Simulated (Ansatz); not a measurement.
Input file:

```yaml
crystal:
  periodic: [false, false, false]
  atoms:
    - {symbol: Sn, position_ang: [0.000000, 0.000000, 0.000000]}
    - {symbol: H, position_ang: [1.011902, 1.015702, 1.012898]}
    - {symbol: H, position_ang: [-1.014802, -1.011602, 1.014099]}
    - {symbol: H, position_ang: [-1.012200, 1.011298, -1.016999]}
    - {symbol: H, position_ang: [1.015100, -1.015398, -1.009999]}
basis:
  gaussian: {orbitals: def2-TZVPD}
total_charge: -1
magnetization: {spin_polarized: true, initial_magnetization: 1}
hamiltonian: {xc: {name: SPW92}}
```

```sh
$ ansatz run in.yaml --threads 1 --pin off --events-out ev --progress --plain --max-ram 4096MiB --backend cpu
```

Output:

```
608 factors; their error is unknown
mean field evaluation 1: about -5883.2974 eV, gradient 1.8e1 eV
mean field evaluation 2: about -5882.9722 eV, gradient 2.1e1 eV
mean field evaluation 4: about -5884.5149 eV, gradient 1.5e-1 eV
mean field evaluation 8: about -5884.5063 eV, gradient 4.2e-2 eV
mean field evaluation 16: about -5883.5471 eV, gradient 2.4e0 eV
mean field evaluation 32: about -5883.5985 eV, gradient 1.2e-2 eV
mean field -5884.50633860 eV, -216.2516192818 hartree, gradient 1.2e-5 eV, S^2 0.750366; 7 other end points of the search recorded, 0 dependent functions left out
reference -5884.50637615 eV, -216.2516206618 hartree; 14, 13 occupied and 78, 79 virtual orbitals, 608 factors
Total energy: -5884.50637615 eV, -216.2516206618 hartree
```

Ran on 1 thread of AMD EPYC 7R13, shared host: 3.4 s wall, 0.24 GiB peak host memory.
